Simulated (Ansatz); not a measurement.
A calculation on Sb₂S₃ (Pnma, No. 62) returned cohesive energy 4.09 eV/atom, band gap 1.09 eV.

### Question
Which level of theory produced these numbers?
(A) HSE06 (Ansatz, a program for electronic structure)
(B) PBEsol (Ansatz)
(C) LDA (Ansatz)
(D) PBE (Ansatz)

### Answer
C, LDA (Ansatz)

The others give: PBE 3.18 eV/atom, 1.33 eV; HSE06 2.97 eV/atom, 1.95 eV; PBEsol 3.56 eV/atom, 1.19 eV.

Unless a cell is named, each level is at its own relaxed cell (HSE06 26.33, LDA 22.71, PBE 26.54, PBEsol 23.62 Å³/atom).

Levels without +SOC have no spin–orbit coupling; where heavier elements are present it shifts gaps, mostly down, and can invert bands. Density-functional gaps are differences of (generalised) Kohn–Sham levels.

Caveats: the relaxation could not lower the start's symmetry, so the cell can be a saddle point above a distorted one (PBE, HSE06, PBEsol, LDA). Ansatz's density-functional and Hartree–Fock values are scalar-relativistic unless marked +SOC, with PAW data made under PBE.
